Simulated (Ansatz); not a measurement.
[BH₂···H···CH₃], doublet along the distance B1-H4

Starting geometry:

```xyz
8

B    -1.5149    0.0000    0.0000
H    -2.1117    1.0336    0.0000
H    -2.1117   -1.0336    0.0000
H    -0.3215    0.0000    0.0000
C     1.3941    0.0000    0.0000
H     1.3941   -1.0800    0.0000
H     1.3941    0.5400    0.9353
H     1.3941    0.5400   -0.9353
```

From there H4 is moved from one fragment to the other while all else, the fragments' distance too, stays fixed; atoms are numbered as listed. Energies are in kcal/mol, counted from the starting geometry at the same level.

Basis cc-pVDZ; Ansatz 0.2.0. Only valence electrons are correlated (noble-gas cores frozen). R marks a restricted (for open shells ROHF) determinant, U an unrestricted one. Active spaces: frontier = (9e, 9o) about the gap.

For open shells CISD is restricted-active-space CI with the open shells as a complete middle space. Runs in a small pair space aren't shown, since their orbitals change along the scan.

Full CI isn't at hand for all of this; UCCSDT(Q) serves as the reference, and is uncertain by about the last step of the cluster series. The frozen core follows each run's orbitals, which can shift R against U totals by a few meV.

```
distance B1-H4 (Å)  UCCSDT(Q)  error CISD  error RCCSD(T)  error RCCSDT  error UCCSDT  error RCCSDT(Q)  error MRCISD+Q (frontier space)
             1.194        0.0         0.0             0.0           0.0           0.0              0.0                              0.0
             1.283        2.3         0.8             0.0           0.0           0.0              0.0                              0.1
             1.462       10.9         2.9             0.1           0.1           0.1              0.0                              0.1
             1.640       14.9         3.1             0.1           0.1           0.1              0.0                              0.2
             1.819       17.5         1.4             0.1           0.0           0.0              0.0                              0.1
```

Errors are those of relative energies. In total energy the starting point itself misses UCCSDT(Q) by: CISD 18.1, RCCSD(T) 0.7, RCCSDT 0.1, UCCSDT 0.1, RCCSDT(Q) 0.0, MRCISD+Q (frontier space) 0.5 kcal/mol.

Spread of the error over the points with a reference, to 1.819 Å (largest less smallest): RCCSDT(Q) 0.0, UCCSDT 0.1, RCCSDT 0.1, RCCSD(T) 0.1, MRCISD+Q (frontier space) 0.2, CISD 3.1 kcal/mol.
